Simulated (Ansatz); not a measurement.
# Telling isomers of C2H6S2 apart by their spectra

These gas-phase data were calculated for one isomer of C2H6S2 at B3LYP-D3(BJ)/def2-SVP (harmonic, unscaled wavenumbers; equilibrium rotational constants with average atomic masses):

```
rotational constants            : 7.99, 2.712, 2.502 GHz
all wavenumbers above 1500 cm⁻¹ : 3154, 3154, 3139, 3139, 3038, 3036
```

Candidates:

(1) `CCSS`, a singlet
(2) `SCCS`, a singlet
(3) `CSSC`, a singlet

Problem. Which candidate do the data belong to?

Solution. Candidate (3). No mode falls between 2500 and 2800 cm⁻¹, where the S–H stretch of (1), (2) would stand.

The same quantities for all candidates:

|  | rotational constants (GHz) | wavenumbers above 1500 cm⁻¹ | E above the lowest, B3LYP-D3(BJ)/def2-SVP (kcal/mol) |
| --- | --- | --- | --- |
| (1) | 7.125, 2.839, 2.229 | 3129, 3112, 3105, 3046, 3031, 2613 | 0.0 |
| (2) | 9.009, 2.237, 1.905 | 3128, 3115, 3062, 3054, 2669, 2665 | 3.6 |
| (3) | 7.99, 2.712, 2.502 | 3154, 3154, 3139, 3139, 3038, 3036 | 2.3 |

Harmonic stretches to hydrogen usually lie a few per cent above observed fundamentals. Each candidate is one conformer. Programs: Ansatz 0.2.0.
